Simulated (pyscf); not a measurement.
**Four-centre exchange: HO–Ga(F)–F + HF → HO–Ga(F)–F + HF**

Gas phase, singlet surface, charge 0. Bonds broken: Ga2–F3, F6–H7. Bonds formed: Ga2–F6, F3–H7. Structures and frequencies: ωB97X-D3(BJ)/def2-SVP in PySCF.

Transition state (Å):

```xyz
7

O      1.2084     0.0103    -0.3668
Ga    -0.5442     0.0171    -0.2074
F     -1.2876    -1.7535    -0.0268
F     -1.6712     1.0606    -1.0250
H      1.5581     0.6555    -0.9914
F     -1.1430    -0.3003     1.6004
H     -1.3839    -1.2889     1.0391
```

One imaginary mode, 440i cm⁻¹; descent along it reached the two sides named, in the forms told below.

```
bond    change  reactant side (Å)  saddle  product side
------  ------  -----------------  ------  ------------
Ga2–F3  breaks              1.792   1.929         2.134
F6–H7   breaks              0.960   1.162         1.689
Ga2–F6   forms              2.137   1.931         1.792
F3–H7    forms              1.687   1.167         0.959
```

Electronic energies relative to the separated reactants (kcal/mol):

| level | barrier | reaction energy | reverse barrier |
|---|---|---|---|
| ωB97X-D3(BJ)/def2-TZVP | -9.2 | 0.0 | -9.2 |
| PBE/def2-TZVP | -10.4 | 0.0 | -10.4 |
| r²SCAN/def2-TZVP | -12.4 | 0.0 | -12.4 |
| B3LYP-D3(BJ)/def2-TZVP | -8.5 | 0.0 | -8.5 |
| PBE0-D3(BJ)/def2-TZVP | -10.0 | 0.0 | -10.0 |
| M06-2X/def2-TZVP | -11.9 | 0.0 | -11.9 |
| ωB97M-D3(BJ)/def2-TZVP | -8.8 | 0.0 | -8.8 |
| HF/def2-TZVP | 0.7 | 0.0 | 0.7 |

With ωB97M-D3(BJ)/def2-TZVP energies and thermal terms (ideal gas, 1 atm, RRHO with modes under 100 cm⁻¹ raised to 100, one conformer, R ln 2 for rigid chiral ones), in kcal/mol:

```csv
T (K),ΔH‡,ΔG‡,ΔH,ΔG
298,-9.8,0.5,0.0,0.0
600,-10.2,11.2,0.0,0.0
900,-10.0,21.9,0.0,0.0
1200,-9.6,32.5,0.0,0.0
```

On the reactant side the descent ends in an adduct with a F–Ga contact, 13.2 kcal/mol under the separated species and 4.0 kcal/mol under the saddle at ωB97X-D3(BJ)/def2-TZVP. On the product side the descent ends in an adduct with a F–Ga contact, 13.2 kcal/mol under the separated species and 4.0 kcal/mol under the saddle at ωB97X-D3(BJ)/def2-TZVP. At ωB97X-D3(BJ), PBE, r²SCAN, B3LYP-D3(BJ), PBE0-D3(BJ), M06-2X, ωB97M-D3(BJ) the saddle lies under the separated reactants, which points to a path from their complex (located at ωB97X-D3(BJ) alone). At ωB97X-D3(BJ), PBE, r²SCAN, B3LYP-D3(BJ), PBE0-D3(BJ), M06-2X, ωB97M-D3(BJ) the saddle lies under the separated products, which points to a path from their complex (located at ωB97X-D3(BJ) alone). What is counted as formed (F–Ga) is already present as a longer contact in the reactant adduct; forming that adduct is a step of its own. What is counted as broken (F–Ga) persists as a longer contact in the product adduct; parting that adduct is a step of its own. One saddle was located; it need not be the lowest between these sides. Elements up to Kr have no core potential and no relativistic terms here.
